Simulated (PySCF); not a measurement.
A PySCF script (with the pyscf-properties extension) for the NMR shieldings of `NCCC1CC1`, C$_{5}$H$_{11}$N, on a GFN2-xTB geometry:

```python
import basis_set_exchange as bse
import numpy as np
from pyscf import gto, dft
from pyscf.prop import nmr

atoms = """
N     2.789517   -0.004931    0.028241
C     1.472604   -0.545997    0.325894
C     0.407173    0.207154   -0.471371
C    -0.969220   -0.362476   -0.229850
C    -1.764734    0.088765    0.957978
C    -2.184770    0.491792   -0.423459
H     3.504006   -0.506922    0.543956
H     2.835502    0.970185    0.306755
H     1.213473   -0.503232    1.398133
H     1.473567   -1.597977    0.025573
H     0.423538    1.261114   -0.184706
H     0.661401    0.146478   -1.531517
H    -1.057752   -1.406408   -0.506701
H    -2.362917   -0.635636    1.489564
H    -1.336852    0.847494    1.596051
H    -3.071480    0.042316   -0.843864
H    -2.040054    1.520312   -0.717472
"""
names = dict.fromkeys(["N", "C", "H"], "pcSseg-1")
basis = {el: gto.basis.parse(bse.get_basis(n, elements=[el], fmt="nwchem")) for el, n in names.items()}
mol = gto.M(atom=atoms, basis=basis, charge=0, verbose=0)
mf = dft.RKS(mol, xc="PBE0")
mf.grids.level = 2
mf.grids.alignment = dft.numint.BLKSIZE   # the property module wants whole blocks of grid points
mf.conv_tol = 1e-9
mf.kernel()

calc = nmr.RKS(mf)   # GIAO
C = mf.mo_coeff
Co = C[:, mf.mo_occ > 0]
resp = mf.gen_response(singlet=True, hermi=2)
def vind(x):   # induced exchange potential for any number of trial vectors
    d = np.einsum("pi,xij,qj->xpq", C, 2 * x.reshape(-1, C.shape[1], Co.shape[1]), Co, optimize=True)
    return np.einsum("xpq,pi,qj->xij", resp(d - d.transpose(0, 2, 1)), C, Co, optimize=True).ravel()
mo1, _ = nmr.rhf.solve_mo1(calc, with_cphf=vind)
sigma = calc.kernel(mo1)
for i, s in enumerate(sigma):   # ppm
    print("%2d %-2s %9.2f" % (i, mol.atom_pure_symbol(i), np.trace(s) / 3))
```

Q: What does it print?

A: 
```
 0 N     229.10
 1 C     138.03
 2 C     144.43
 3 C     175.04
 4 C     180.28
 5 C     181.29
 6 H      30.88
 7 H      31.66
 8 H      28.43
 9 H      28.90
10 H      31.54
11 H      29.31
12 H      31.18
13 H      31.32
14 H      31.83
15 H      31.27
16 H      31.68
```

These numbers come from an equivalent density-fitted implementation of the same equations, which agrees with the script to about 0.01 ppm for H and up to a few tenths of a ppm for heavy atoms, so last digits may differ.

Q: Turn these shieldings into chemical shifts. References, each an isolated molecule treated in the same way: 15N (σref 267.73) against NH3; 13C (σref 186.93), 1H (σref 31.72) against TMS.

A: Averaging equivalent atoms: N 0: 38.6; C 1: 48.9; C 2: 42.5; C 3: 11.9; C 4/5: 6.1; H 8/9: 3.06; H 10/11: 1.29; H 12: 0.53; H 6/7: 0.44; H 13/15: 0.42; H 14/16: -0.04 ppm. Experimental scales use liquid or dissolved standards, which lie at an offset from isolated NH3 (liquid NH3: subtract about 20 ppm).

Size and cost of the density-fitted run: 157 basis functions, 18 s wall time on 1 thread of an Arm Neoverse V2, shared host; peak memory 0.72 GiB.
